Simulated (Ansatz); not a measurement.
**O₂+ (quartet): the correlation ladder, def2-TZVPP**

An exercise on one series of results from a longer session: the logs are not shown, and one member is left open.

Program: Ansatz 0.2.0, Gaussian basis. Level of theory: def2-TZVPP, core rule «outside noble gas», up to 2 orbitals frozen. These are calculated values, not measurements.

To be run: UHF; ROHF; CCSD(T) on UHF.

2 further runs of the same task are left out: 2 set aside as unsound or not needed.

**The system**

The geometry is a PBE0/def2-TZVP stationary point (not a proven minimum) of the parent state, kept for this charge and spin.

2 atoms, charge 1, spin multiplicity 4.

Atoms are counted from 1 here; the program's logs count them from 0.

Bond lengths: O1–O2 1.193 Å.

Set-up of the first run:

in.yaml reads:

```yaml
crystal:
  periodic: [false, false, false]
  atoms:
    - {symbol: O, position_ang: [0.000000, 0.000000, 0.000000]}
    - {symbol: O, position_ang: [0.000000, 0.000000, 1.192820]}
basis:
  gaussian: {orbitals: def2-TZVPP}
total_charge: 1
magnetization: {spin_polarized: true, initial_magnetization: 3}
hamiltonian: {xc: hf}
output: {orbitals: {seedname: orbitals}}
```

The run is started by

```bash
> ansatz run in.yaml --threads 1 --pin off --events-out ev --progress --plain --max-ram 4096MiB --backend cpu
```

Steps of the session up to this table: UHF; ROHF; CCSD(T) on UHF.

One table of the session follows, with a row left open; its other results are not shown here.

It belongs to the step «Misses and costs». 

```
  method  from UCCSD(T) (kcal/mol)
    ROHF                   +240.61
     UHF                   +227.66
    UMP2                         ?
   UCCSD                     +6.71
UCCSD(T)                         0
```

**Question.** Estimate the row for UMP2.

The run gave: from UCCSD(T) (kcal/mol): +21.83. In the column «from UCCSD(T) (kcal/mol)» it lies between UCCSD (+6.71) and UHF (+227.66).
